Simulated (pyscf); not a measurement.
Four-centre exchange: HP=GaH + water (H₂O) → HO–Ga=PH + hydrogen (H₂)

Gas phase, singlet surface, charge 0. Bonds broken: Ga2–H4, O5–H6. Bonds formed: Ga2–O5, H4–H6. Single points on ωB97X-D3(BJ)/def2-SVP structures (PySCF, gas phase).

Transition state (Å):

```xyz
7

P      1.3466     1.5761    -0.3934
Ga    -0.2792     0.2254    -0.1511
H      1.2805     1.7687     1.0264
H     -1.2996    -0.5100     1.1762
O     -1.4696    -1.0712    -0.9230
H     -1.5594    -1.0403     0.3693
H     -1.1767    -1.8206    -1.4599
```

One imaginary mode, 1408i cm⁻¹; descent along it reached the two sides named, in the forms told below.

```json
[
 {"bond": "Ga2–H4", "change": "breaks", "reactant side (Å)": "1.554", "saddle": "1.829", "product side": "3.0"},
 {"bond": "O5–H6", "change": "breaks", "reactant side (Å)": "0.967", "saddle": "1.296", "product side": "2.8"},
 {"bond": "Ga2–O5", "change": "forms", "reactant side (Å)": "2.194", "saddle": "1.922", "product side": "1.763"},
 {"bond": "H4–H6", "change": "forms", "reactant side (Å)": "3.1", "saddle": "1.000", "product side": "0.761"}
]
```

Electronic energies relative to the separated reactants (kcal/mol):

```csv
level,barrier,reaction energy,reverse barrier
ωB97X-D3(BJ)/def2-TZVP,18.5,-10.0,28.5
PBE/def2-TZVP,12.9,-9.3,22.2
r²SCAN/def2-TZVP,12.8,-10.6,23.4
B3LYP-D3(BJ)/def2-TZVP,17.1,-9.8,26.9
PBE0-D3(BJ)/def2-TZVP,15.3,-8.1,23.4
M06-2X/def2-TZVP,14.3,-12.8,27.1
ωB97M-D3(BJ)/def2-TZVP,18.5,-8.6,27.1
HF/def2-TZVP,30.7,-6.6,37.4
```

With ωB97M-D3(BJ)/def2-TZVP energies and thermal terms (ideal gas, 1 atm, RRHO with modes under 100 cm⁻¹ raised to 100, one conformer, R ln 2 for chiral ones without a mode under 150 cm⁻¹), in kcal/mol:

| T (K) | ΔH‡ | ΔG‡ | ΔH | ΔG |
|---|---|---|---|---|
| 298 | 17.0 | 27.2 | -10.8 | -9.0 |
| 600 | 17.0 | 37.6 | -9.8 | -7.6 |
| 900 | 17.7 | 47.7 | -9.0 | -6.7 |
| 1200 | 18.5 | 57.6 | -8.3 | -6.1 |

On the reactant side the descent ends in an adduct with a Ga–O contact, 15.4 kcal/mol under the separated species and 33.8 kcal/mol under the saddle at ωB97X-D3(BJ)/def2-TZVP. What is counted as formed (Ga–O) is already present as a longer contact in the reactant adduct; forming that adduct is a step of its own. At the saddle there is also a short Ga–H contact that neither side keeps. The same reactants have a lower exit, to HO–GaH–PH₂ (barrier -1.7 kcal/mol at ωB97M-D3(BJ)/def2-TZVP, against +18.5 kcal/mol here). HP=GaH lies 17.6 kcal/mol over its isomer H₂P–Ga [singlet] (electronic energy, ωB97M-D3(BJ)/def2-TZVP). One saddle was located; it need not be the lowest between these sides. Elements up to Kr have no core potential and no relativistic terms here.
